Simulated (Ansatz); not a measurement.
## Molecular dynamics of H₆Si₂

Input file:

```yaml
crystal:
  periodic: [false, false, false]
  atoms:
    - { symbol: Si, position_ang: [0.000249, 0.0, -0.058134] }
    - { symbol: Si, position_ang: [2.4e-05, -1.0e-06, 2.279049] }
    - { symbol: H, position_ang: [-1.336681, -0.389915, 2.798846] }
    - { symbol: H, position_ang: [1.006041, -0.962657, 2.798867] }
    - { symbol: H, position_ang: [0.330691, 1.352571, 2.798858] }
    - { symbol: H, position_ang: [1.392577, 0.022506, -0.577734] }
    - { symbol: H, position_ang: [-0.715244, 1.19445, -0.578076] }
    - { symbol: H, position_ang: [-0.676258, -1.216954, -0.578076] }
basis:
  gaussian: { orbitals: "6-31G*" }
hamiltonian:
  xc: cam_b3lyp
  dispersion: d4
md:
  timestep: 3.0
  n_steps: 40
  ensemble: nve
  temperature: 400.0
  initial_velocities: maxwell_boltzmann
  seed: 860698
```

Launched with:

```bash
$ ansatz run input.yaml --threads 1 --pin off --max-ram 2048MiB --backend cpu --events-out ev --progress --plain --runs-dir out
```

It starts from a relaxed structure.

Output, in part (step lines, the closing report, with atoms numbered from 0):

```
md step     0: t =     0.00 fs  T =   400.0 K  F+E_penalty+E_count = -15851.74816652 eV  E_kin = 0.310224 eV  conserved = -15851.43794252 eV  (20 SCF iters)
[... lines left out ...]
Total energy: -15851.59090001 eV, -582.5352209813 hartree
Atom 0 at     0.000629     0.010237    -0.095210 Å, force     0.500984    -0.218277     0.770812 eV/Å
Atom 1 at     0.000826    -0.009551     2.302303 Å, force    -0.066171    -0.279546     0.555950 eV/Å
Atom 2 at    -1.380659     0.253931     2.892978 Å, force     0.511837    -0.228021    -0.405435 eV/Å
Atom 3 at     0.549821    -1.289452     2.969563 Å, force    -0.382735     0.668372    -0.619049 eV/Å
Atom 4 at     0.848993     1.086186     2.844725 Å, force     0.032121     0.035649    -0.107723 eV/Å
Atom 5 at     1.308710     0.592639    -0.632184 Å, force    -0.767630    -0.262603     0.187962 eV/Å
Atom 6 at    -1.206646     0.751261    -0.523323 Å, force     0.093350     0.148453    -0.189151 eV/Å
Atom 7 at    -0.152016    -1.413701    -0.503954 Å, force     0.078243     0.135973    -0.193366 eV/Å
Dipole moment:     0.000738     0.011412    -0.135726 e Å
```

The steps, from the saved trajectory:

| time (fs) | T (K) | potential energy less start (eV) | conserved less start (meV/atom) |
| --- | --- | --- | --- |
| 0.0 | 400 | 0.000 | 0.00 |
| 3.0 | 269 | 0.147 | 5.71 |
| 6.0 | 191 | 0.174 | 1.55 |
| 9.0 | 64 | 0.304 | 5.42 |
| 12.0 | 149 | 0.222 | 3.41 |
| 15.0 | 262 | 0.126 | 2.43 |
| 18.0 | 310 | 0.091 | 2.62 |
| 21.0 | 260 | 0.127 | 2.37 |
| 24.0 | 120 | 0.260 | 5.34 |
| 27.0 | 163 | 0.197 | 1.66 |
| 30.0 | 170 | 0.230 | 6.47 |
| 33.0 | 333 | 0.054 | 0.28 |
| 36.0 | 296 | 0.112 | 3.90 |
| 39.0 | 254 | 0.136 | 2.86 |
| 42.0 | 157 | 0.212 | 2.86 |
| 45.0 | 116 | 0.257 | 4.58 |
| 48.0 | 211 | 0.164 | 2.22 |
| 51.0 | 221 | 0.177 | 4.70 |
| 54.0 | 304 | 0.080 | 0.66 |
| 57.0 | 175 | 0.221 | 5.83 |
| 60.0 | 151 | 0.205 | 1.56 |
| 63.0 | 105 | 0.266 | 4.66 |
| 66.0 | 191 | 0.189 | 3.33 |
| 69.0 | 268 | 0.114 | 1.40 |
| 72.0 | 241 | 0.155 | 4.06 |
| 75.0 | 234 | 0.146 | 2.14 |
| 78.0 | 138 | 0.247 | 5.43 |
| 81.0 | 219 | 0.153 | 1.59 |
| 84.0 | 198 | 0.199 | 5.32 |
| 87.0 | 240 | 0.131 | 0.87 |
| 90.0 | 149 | 0.227 | 4.07 |
| 93.0 | 119 | 0.249 | 3.90 |
| 96.0 | 153 | 0.207 | 1.90 |
| 99.0 | 177 | 0.212 | 4.92 |
| 102.0 | 273 | 0.109 | 1.33 |
| 105.0 | 196 | 0.198 | 4.95 |
| 108.0 | 217 | 0.155 | 1.64 |
| 111.0 | 126 | 0.259 | 5.80 |
| 114.0 | 191 | 0.174 | 1.47 |
| 117.0 | 212 | 0.175 | 3.57 |
| 120.0 | 232 | 0.157 | 3.36 |

All steps were run. The conserved energy wandered by up to 6.5 meV per atom (net 3.4 meV per atom), which is poor conservation. The temperature averaged 0.48 of the 400 K drawn at the start: a run that starts near a minimum puts about half its kinetic energy into the potential. A step of 3 fs is long for free X–H stretches (periods near 10 fs) and can bias their spread and the temperature. A run of 0.12 ps of so small a system gives no equilibrium averages.

The same pairs are bonded in the first frame and the last. Pairs count as bonded within 1.25 times the sum of covalent radii (0.12 Å more for H–H).

Last frame:

```xyz
8
Properties=species:S:1:pos:R:3
Si 0.001 0.010 -0.095
Si 0.001 -0.010 2.302
H -1.381 0.254 2.893
H 0.550 -1.290 2.970
H 0.849 1.086 2.845
H 1.309 0.593 -0.632
H -1.207 0.751 -0.523
H -0.152 -1.414 -0.504
```

Run time: 77 s on 1 thread of Arm Neoverse V1, with other jobs on the host, peak memory 0.1 GiB.
